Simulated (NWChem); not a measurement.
System meant: C$_{2}$H$_{4}$ cation, doublet; SMILES of the neutral closed-shell parent C=C

NWChem input:

```
start job
memory heap 200 mb stack 900 mb global 1100 mb
charge 1
geometry units angstroms noautoz
  C      0.000000     0.700545     0.000000
  C      0.000000    -0.700545     0.000000
  H      0.911362     1.264661    -0.210395
  H     -0.911362     1.264661     0.210395
  H     -0.911362    -1.264661    -0.210395
  H      0.911362    -1.264661     0.210395
end
basis spherical
  C library def2-svp
  H library def2-svp
end
dft
  odft
  mult 2
  xc xpbe96 cpbe96
  iterations 4
  mulliken
end
task dft energy
```

End of the output:

```
     --------------------------
     Expectation value of S2:
     --------------------------
      <S2> =      0.7531 (Exact =     0.7500)

 center of mass
 --------------
 x =   0.00000000 y =   0.00000000 z =   0.00000000

 moments of inertia (a.u.)
 ------------------
          65.722934848199           0.000000000000           0.000000000000
           0.000000000000          12.594321439097           0.000000000000
           0.000000000000           0.000000000000          77.042745208095

     Multipole analysis of the density
     ---------------------------------

     L   x y z        total         alpha         beta         nuclear
     -   - - -        -----         -----         ----         -------
     0   0 0 0      1.000000     -8.000000     -7.000000     16.000000

     1   1 0 0      0.000000      0.000000      0.000000      0.000000
     1   0 1 0      0.000000      0.000000      0.000000      0.000000
     1   0 0 1      0.000000     -0.000000      0.000000      0.000000

     2   2 0 0     -6.245797     -9.525878     -8.584147     11.864228
     2   1 1 0     -0.000000     -0.000000     -0.000000      0.000000
     2   1 0 1     -0.000000     -0.000000     -0.000000      0.000000
     2   0 2 0     -3.985391    -25.040934    -22.820801     43.876344
     2   0 1 1     -0.000000     -0.000000      0.000000      0.000000
     2   0 0 2     -8.434156     -5.409512     -3.656952      0.632308

 ------------------------------------------------------------------------
 dft energy failed                                                                                  0
 ------------------------------------------------------------------------
 ------------------------------------------------------------------------
  current input line :
    23: task dft energy
 ------------------------------------------------------------------------
 ------------------------------------------------------------------------
 This type of error is most commonly associated with calculations not reaching convergence criteria
 ------------------------------------------------------------------------
 For more information see the NWChem manual at https://nwchemgit.github.io

0:dft energy failed:Received an Error in Communication
```

**Question.** Can this run be used? If not, why, and what is the fix?

**Answer.** The run did not converge; its last values are not results. Cause: the SCF was allowed too few iterations. This input runs:
```
start job
memory heap 200 mb stack 900 mb global 1100 mb
charge 1
geometry units angstroms noautoz
  C      0.000000     0.700545     0.000000
  C      0.000000    -0.700545     0.000000
  H      0.911362     1.264661    -0.210395
  H     -0.911362     1.264661     0.210395
  H     -0.911362    -1.264661    -0.210395
  H      0.911362    -1.264661     0.210395
end
basis spherical
  * library def2-svp
end
dft
  odft
  mult 2
  xc xpbe96 cpbe96
  iterations 150
  mulliken
end
task dft energy
```
It converges to -78.03211 Ha (PBE/def2-SVP, spin-unrestricted).
